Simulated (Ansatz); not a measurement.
Geometry optimisation, RKS PBE-D4/def2-SVP in Ansatz 0.2.0.

input.yaml

```yaml
crystal:
  periodic: [false, false, false]
  atoms:
    - { symbol: Si, position_ang: [-0.992748, 0.410466, -0.114993] }
    - { symbol: Si, position_ang: [1.499701, -0.074315, 2.173492] }
    - { symbol: H, position_ang: [0.402293, -0.883952, 2.796159] }
    - { symbol: H, position_ang: [2.836727, -0.627393, 2.585126] }
    - { symbol: H, position_ang: [1.383535, 1.367329, 2.565654] }
    - { symbol: H, position_ang: [1.454985, -0.196942, 0.697799] }
    - { symbol: H, position_ang: [-0.166857, 1.010017, -1.276806] }
    - { symbol: H, position_ang: [-0.895436, -1.005209, -0.73253] }
basis:
  gaussian: { orbitals: def2-SVP }
hamiltonian:
  xc: pbe
  dispersion: d4
relax:
  f_tol: 0.03
  max_steps: 50
output:
  orbitals: {}
```

Launched with:

```bash
$ ansatz run input.yaml --threads 1 --pin off --max-ram 2048MiB --backend cpu --events-out ev --progress --plain --runs-dir out
```

Q: Where does it end, and by what steps?

A: The run converged. The force dipped under the threshold on the way, but the program's further checks kept it going. After 20 steps the energy has fallen by 2.380 eV; H6 moved furthest, 1.83 Å. Parted: Si2–H6 (1.48 → 3.20 Å). Joined: Si1–Si2 (3.42 → 2.35 Å), Si1–H6 (2.65 → 1.51 Å).

```
step  energy less start (eV)  largest force component (eV/Å)  accepted
   0                  0.0000                           0.772       yes
   1                 -0.1569                           0.453       yes
   2                 -0.3380                           0.512       yes
   3                 -0.4732                           0.704       yes
   4                 -0.5639                           0.300       yes
   5                 -0.5893                           0.212       yes
   6                 -0.6114                           0.800       yes
   7                 -0.7396                           1.392       yes
   8                 -1.0857                           1.002       yes
   9                 -1.5425                           1.402       yes
  10                 -1.9653                           0.581       yes
  11                 -2.1952                           0.342       yes
  12                 -2.3179                           0.131       yes
  13                 -2.3515                           0.019       yes
  14                 -2.3535                           0.215       yes
  15                 -2.3686                           0.084       yes
  16                 -2.3765                           0.008       yes
  17                 -2.3738                           0.187        no
  18                 -2.3788                           0.069       yes
  19                 -2.3791                           0.062       yes
  20                 -2.3796                           0.030       yes
```

```xyz
8
Properties=species:S:1:pos:R:3
Si 0.302 -0.088 -0.020
Si 1.077 0.089 2.194
H 0.713 -1.149 2.974
H 2.575 0.245 2.209
H 0.460 1.285 2.870
H 0.946 -1.267 -0.703
H 0.642 1.161 -0.792
H -1.192 -0.277 -0.038
```

Run time: 47 s on 1 thread of Arm Neoverse N1, on a shared host, peak memory 0.11 GiB.
